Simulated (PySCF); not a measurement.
C₂H₅O, SMILES CC[O], multiplicity 2.

Coordinates come from a PBE0-D3(BJ)/def2-TZVP optimisation. The isomer is the one that the SMILES or the coordinates give; other isomers of the formula were not compared.

Level of theory: PySCF with PBE/def2-TZVPD.

Computed frontier levels, dipole moment and polarisability:
```json
{
 "α spin, highest occupied and lowest empty level": "-6.38 and -0.28 eV",
 "β spin, highest occupied and lowest empty level": "-5.93 and -5.20 eV",
 "dipole_moment": "0.460 e·Å",
 "quadrupole, principal values (traceless, Buckingham form, about the centre of nuclear charge)": "-4.26, 1.64, 2.62 D·Å",
 "mean_static_polarisability": "34.8 bohr³ (5.16 Å³)",
 "polarisability_principal_values": "31.2, 34.0, 39.2 bohr³",
 "⟨S²⟩": "0.753 (pure state 0.75)"
}
```
